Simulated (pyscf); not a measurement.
H₃Si–SiH₂–Ge(SiH₃)(SiH₃)–SiH(SiH₃)–SiH₃ -> H₃Si–Si(SiH₃)=Ge(SiH₃)–SiH₃ + H₃Si–SiH₃ (elimination; singlet surface; H–Si, Ge–Si broken, H–Si formed). PySCF, gas phase, ωB97X-D3(BJ)/def2-SVP geometries. Energies in kcal/mol from the reactant's lowest minimum found.

| level | barrier | reaction energy |
|---|---|---|
| ωB97X-D3(BJ)/def2-TZVP | 56.8 | +48.7 |
| r²SCAN/def2-TZVP | … | +40.2 |
| B3LYP-D3(BJ)/def2-TZVP | 54.2 | +41.9 |
| PBE0-D3(BJ)/def2-TZVP | … | … |
| ωB97M-D3(BJ)/def2-TZVP | 54.1 | +43.5 |
| HF/def2-TZVP | 72.8 | +33.8 |

Problem. Some entries are withheld; supply them.

Solution. 
- r²SCAN/def2-TZVP, barrier: 51.7
- PBE0-D3(BJ)/def2-TZVP, barrier: 51.8
- PBE0-D3(BJ)/def2-TZVP, reaction energy: +45.8

The functionals in the table span 5.1 kcal/mol in this barrier, from r²SCAN to ωB97X-D3(BJ)/def2-TZVP. On the product side the descent ends in a complex (not fully relaxed), 7.7 kcal/mol under the separated species and 15.8 kcal/mol under the saddle at ωB97X-D3(BJ)/def2-TZVP. At the saddle there is also a short Si–Si contact that neither side keeps. This is the saddle that the search found; another between the same sides may lie lower. Elements up to Kr have no core potential and no relativistic terms here.
